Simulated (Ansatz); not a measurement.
in.yaml

```yaml
crystal:
  periodic: [false, false, false]
  atoms:
    - {symbol: Ga, position_ang: [0.000012, -0.128408, 2.216041]}
    - {symbol: N, position_ang: [0.000052, 0.027110, 0.291499]}
    - {symbol: N, position_ang: [0.000009, -0.304058, -0.883846]}
    - {symbol: H, position_ang: [-0.000074, 0.405356, -1.623694]}
basis:
  gaussian: {orbitals: cc-pVDZ}
magnetization: {spin_polarized: false}
correlation: {method: mp2, electrons: outside_noble_gas}
output: {forces: true}
```

```sh
$ ansatz run in.yaml --threads 1 --pin off --events-out ev --progress --plain --max-ram 2393MiB
```

Log:

```
642 factors; integrals over basis functions are off by at most 1.5e-3 eV
mean field evaluation 1: about -55309.3268 eV, gradient 2.0e1 eV
mean field evaluation 2: about -55309.4121 eV, gradient 2.0e1 eV
mean field evaluation 4: about -55310.6458 eV, gradient 2.9e0 eV
mean field evaluation 8: about -55310.6775 eV, gradient 1.0e-1 eV
mean field evaluation 16: about -55283.0785 eV, gradient 3.8e1 eV
mean field evaluation 32: about -55307.4825 eV, gradient 1.2e-1 eV
mean field -55310.67766438 eV, -2032.6299132419 hartree, gradient 1.2e-6 eV, S^2 0.000000; 3 other end points of the search recorded, 0 dependent functions left out; unrestricted orbitals would lower it
16 core orbitals not correlated, not the lowest: weight in the atoms' cores, before any rotation towards them, 0.986 or more for the frozen orbitals, at most 0.017 for the correlated occupied ones
reference -55310.67766438 eV, -2032.6299132419 hartree; 7, 7 occupied and 37, 37 virtual orbitals, 642 factors
second order -10.03315627 eV of doubles, -0.00000000 eV of singles
the calculation of the forces begins
Total energy: -55320.71082065 eV, -2032.9986249342 hartree
Atom 0 at     0.000012    -0.128408     2.216041 Å, force     0.000014     0.036963     0.163292 eV/Å
Atom 1 at     0.000052     0.027110     0.291499 Å, force    -0.000073     1.227867     0.716466 eV/Å
Atom 2 at     0.000009    -0.304058    -0.883846 Å, force     0.000161    -3.058988    -0.829565 eV/Å
Atom 3 at    -0.000074     0.405356    -1.623694 Å, force    -0.000103     1.794158    -0.050193 eV/Å
Dipole moment:    -0.000012     0.123069    -0.111253 e Å
```

Forces (eV/Å):
```
Ga   0.000  0.037  0.163
N    0.000  1.228  0.716
N    0.000 -3.059 -0.830
H    0.000  1.794 -0.050
```

Ran on 1 thread of Arm Neoverse V2, shared host: 1.7 s wall, 0.11 GiB peak host memory.
